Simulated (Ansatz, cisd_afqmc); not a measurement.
Species: NH₂, charge 0, doublet. NH2 (SMILES [NH2], doublet).
B3LYP-D3(BJ)/def2-TZVP minimum from Ansatz (an electronic-structure program):
```xyz
3

N      0.0046     0.0019     0.1418
H     -0.0276     0.7996    -0.5065
H     -0.0044    -0.8126    -0.4860
```
Charge 0, spin multiplicity 2.

Total energies in cc-pVTZ, 7 correlated electrons, 1 frozen orbitals. Open shells are spin-unrestricted; no spin-orbit coupling. Correlated methods leave the cores frozen. No relativity. AFQMC/CISD: phaseless, guided by CISD from CCSD amplitudes; bars are statistical, one sigma. Outlying blocks are dropped, and bars are widened where a walk drifts. Over all cases where full CI ran beside it in this data, AFQMC minus full CI had a median of +0.1 mEh and passed +0.4 mEh in a tenth of the cases.

```csv
method,program,energy (Eh),minus CCSDT(Q) (mEh)
HF,Ansatz,-55.58579,208.41
MP2,Ansatz,-55.77050,23.70
CCSD,Ansatz,-55.78795,6.26
CCSD(T),Ansatz,-55.79359,0.61
CCSDT(Q),Ansatz,-55.79420,0.00
AFQMC/CISD,cisd_afqmc,-55.7940 ± 0.0001,0.2 ± 0.1
```

Rough core times of Ansatz's runs on a shared machine: CCSD(T) under 20 s, CCSDT(Q) 40 s.
